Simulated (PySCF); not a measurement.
Gas-phase reaction: N2H2 + 2 H2SiNH = Si(NH2)4 + Si. Level: M06-2X/def2-TZVP†; standard pressure 1 bar.

Method: PySCF energies plus ideal-gas RRHO corrections (1 bar). † marks an energy on the PBE0/def2-TZVP geometry and frequencies. Open shells (unrestricted): Si (multiplicity 3, electronic degeneracy 9); the rest are closed-shell singlets. Spin-orbit splitting is ignored; it lowers the true energy and changes the entropy of Si. H2SiNH, Si(NH2)4: computed as isolated molecules; such fragments, hydroxides, amides, oligomers or adducts are transient or little studied in the gas. The harmonic model lacks anharmonicity and excited electronic states, which grow with temperature; levels with a mode under 35 cm⁻¹ are left out. Internal rotation in Si(NH2)4 is treated as a harmonic vibration of one conformer, which makes the entropy rough.

```tsv
T (K)	1000/T (1/K)	log10 K
1200	0.8333	10.94
1400	0.7143	?
1600	0.6250	5.98
1800	0.5556	4.35
2000	0.5000	3.06
2500	0.4000	0.76
```

### Question
Fit log10 K = a + b·(1000/T) to the five rows, get the mean ΔH° and ΔS°, and predict log10 K at 1400 K.

### Answer
Means: 1000/T = 0.5828, log10 K = 5.018. Sums of products about the means: Sxy = 2.48271, Sxx = 0.105543, so b = Sxy/Sxx = 23.52 and a = 5.018 − (23.52)×0.5828 = -8.69.
ΔH° = −R ln 10 × 1000 K × b = −19.145 × (23.52) = -450 kJ; ΔS° = R ln 10 × a = -166 J/K. The run's own values go from -459 kJ and -173 J/K at 1200 K to -433 kJ and -159 J/K at 2500 K.
Prediction at 1400 K: -8.69 + (23.52)×0.7143 = 8.11. The computed value is 8.10, 0.01 from the line.
For scale, ΔH°(298 K) is -478 kJ at this level, -449 kJ at ωB97M-V/def2-TZVP†, and runs from -557 to -1 kJ over the 18 levels computed.
